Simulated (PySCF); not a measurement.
C2H3, SMILES C=[CH], multiplicity 2. Atoms are numbered in the order given.

```xyz
5

C      0.1434     0.7043     0.0000
C     -0.0298    -0.5856     0.0000
H     -0.4608     1.5994     0.0000
H     -1.0274    -1.0310     0.0000
H      0.8063    -1.2809     0.0000
```
Charge 0, spin multiplicity 2.

Geometry: PBE0-D3(BJ)/def2-TZVP. The isomer is the one that the SMILES or the coordinates give; other isomers of the formula were not compared.

Computed with PBE0-D3(BJ)/def2-TZVP (PySCF).

Harmonic, unscaled wavenumbers; measured fundamentals usually lie a few per cent lower.

```json
[
 {"mode": "1", "ν (cm⁻¹)": "710", "IR (km/mol)": "22.4", "moving atoms (share of kinetic energy)": "H 95 %"},
 {"mode": "2", "ν (cm⁻¹)": "836", "IR (km/mol)": "18.3", "moving atoms (share of kinetic energy)": "H 79 %, C 21 %"},
 {"mode": "3", "ν (cm⁻¹)": "928", "IR (km/mol)": "76.6", "moving atoms (share of kinetic energy)": "H 80 %, C 20 %"},
 {"mode": "4", "ν (cm⁻¹)": "1046", "IR (km/mol)": "8.4", "moving atoms (share of kinetic energy)": "H 64 %, C 36 %"},
 {"mode": "5", "ν (cm⁻¹)": "1388", "IR (km/mol)": "9.1", "moving atoms (share of kinetic energy)": "H 91 %, C 9 %"},
 {"mode": "6", "ν (cm⁻¹)": "1668", "IR (km/mol)": "2.3", "moving atoms (share of kinetic energy)": "C 89 %, H 11 %"},
 {"mode": "7", "ν (cm⁻¹)": "3074", "IR (km/mol)": "3.4", "moving atoms (share of kinetic energy)": "H 95 %"},
 {"mode": "8", "ν (cm⁻¹)": "3170", "IR (km/mol)": "2.1", "moving atoms (share of kinetic energy)": "H 90 %, C 10 %"},
 {"mode": "9", "ν (cm⁻¹)": "3263", "IR (km/mol)": "0.8", "moving atoms (share of kinetic energy)": "H 90 %, C 10 %"}
]
```
